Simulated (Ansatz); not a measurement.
Geometry optimisation, RKS PBE0/def2-SVP in Ansatz 0.2.0.

Input:

```yaml
crystal:
  periodic: [false, false, false]
  atoms:
    - { symbol: "N", position_ang: [1.17273, 0.9606, 0.74944] }
    - { symbol: Si, position_ang: [0.09407, 0.07676, 0.06009] }
    - { symbol: Cl, position_ang: [-1.2668, -1.03736, -0.80953] }
basis:
  gaussian: { orbitals: def2-SVP }
hamiltonian:
  xc: pbe0
relax:
  f_tol: 0.02
  max_steps: 40
output:
  orbitals: {}
```

Launched with:

```bash
$ ansatz run input.yaml --threads 1 --pin off --max-ram 2048MiB --backend cpu --events-out ev --progress --plain --runs-dir out
```

Problem. Where does it end, and by what steps?

Solution. The run converged. After 3 steps the energy has fallen by 0.048 eV; Cl3 moved furthest, 0.05 Å.

```csv
step,energy less start (eV),largest force component (eV/Å),accepted
0,0.0000,1.041,yes
1,-0.0476,0.170,yes
2,-0.0481,0.056,yes
3,-0.0481,0.001,yes
```

```xyz
3
Properties=species:S:1:pos:R:3
N 1.192 0.976 0.762
Si 0.106 0.087 0.068
Cl -1.298 -1.063 -0.830
```

Time of the run: 5.1 s on 1 thread of Arm Neoverse V1, with other jobs on the host, peak memory 0.1 GiB.
